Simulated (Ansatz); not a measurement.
# AlP+ (doublet): from Hartree-Fock to the top rungs, 6-31G

How much of the correlation energy of AlP+ (doublet) does each wave-function method recover here?

The runs use Ansatz 0.2.0, Gaussian basis; 6-31G, core rule «outside noble gas», up to 10 orbitals frozen.

To be run: UHF; CCSD(T) on ROHF; CCSD(T) on UHF; BCCD(T) on ROHF; CISD; CCSDT(Q) on ROHF; CCSDT(Q) on UHF; CISDTQ; CCSDTQ on ROHF; CCSDTQ on UHF; CASSCF and MRCISD+Q, 7 electrons in 8 orbitals; CASSCF and NEVPT2, 7 electrons in 8 orbitals; Full CI; Full CI in the symmetry of the determinant.

17 further runs of the same task are left out: 7 that didn't finish, 10 set aside as unsound or not needed.

### Step 1. What is computed

The geometry is a PBE0/def2-TZVP stationary point (not a proven minimum) of the parent state, kept for this charge and spin.

2 atoms, charge 1, spin multiplicity 2.

Atoms are counted from 1 here; the program's logs count them from 0.

Bond lengths: Al1–P2 2.208 Å.

Coordinates:

```
Al    0.0000    0.0000    0.0000
P     0.0000    0.0000    2.2080
```

### Step 2. UHF

in.yaml

```yaml
crystal:
  periodic: [false, false, false]
  atoms:
    - {symbol: Al, position_ang: [0.000000, 0.000000, 0.000000]}
    - {symbol: P, position_ang: [0.000000, 0.000000, 2.208000]}
basis:
  gaussian: {orbitals: 6-31G}
total_charge: 1
magnetization: {spin_polarized: true, initial_magnetization: 1}
hamiltonian: {xc: hf}
output: {orbitals: {seedname: orbitals}}
```

Run with:

```
$ ansatz run in.yaml --threads 1 --pin off --events-out ev --progress --plain --max-ram 2393MiB
```

The runs that follow: CCSD(T) on ROHF; CCSD(T) on UHF; BCCD(T) on ROHF; CISD; CCSDT(Q) on ROHF; CCSDT(Q) on UHF; CISDTQ; CCSDTQ on ROHF; CCSDTQ on UHF; CASSCF and MRCISD+Q, 7 electrons in 8 orbitals; CASSCF and NEVPT2, 7 electrons in 8 orbitals; Full CI; Full CI in the symmetry of the determinant.

**Question.** What will the summary of the whole plan be? Wanted: FCI below the RHF energy; UMP2 from FCI; UCCSD(T) from FCI; UCCSDT(Q) from FCI; NEVPT2 valence from FCI; MRCISD+Q valence from FCI; T1 diagnostic; effectively unpaired electrons.

As calculated:

```
                         quantity                                                         value
         FCI below the RHF energy                                                    -2.9143 eV
                    UMP2 from FCI                                                  +23.3 kJ/mol
                UCCSD(T) from FCI                                                  -51.8 kJ/mol
               UCCSDT(Q) from FCI                                                    0.0 kJ/mol
          NEVPT2 valence from FCI                                                  +15.5 kJ/mol
        MRCISD+Q valence from FCI                                                   +0.1 kJ/mol
levels within 1 kcal/mol (43 meV)  UCCSDT, UCCSDT(Q), UCCSDTQ, MRCISD valence, MRCISD+Q valence
                    T1 diagnostic                                                         0.067
   effectively unpaired electrons                                                          3.03
```

**Reading.** UCCSD(T) lands -51.8 kJ/mol from the yardstick (18.4 % of the correlation energy). UCCSD, UCCSD(T) fall below full CI: unrestricted runs freeze a spin-polarised core, another one than full CI's, and coupled cluster isn't variational. With 3.0 effectively unpaired electrons against 1 the state is strongly multireference. Of the multireference levels listed MRCISD+Q valence comes nearest in total energy (+0.1 kJ/mol), which doesn't show that its space is the better one. The lowest state has another symmetry than the determinant, whose own symmetry lies 0.04 eV higher, so single-reference misses include that gap. Coupled cluster took another determinant than the lowest Hartree-Fock one. These misses are within one basis, not against nature; the frozen cores of restricted and unrestricted runs differ, which can shift their rows.
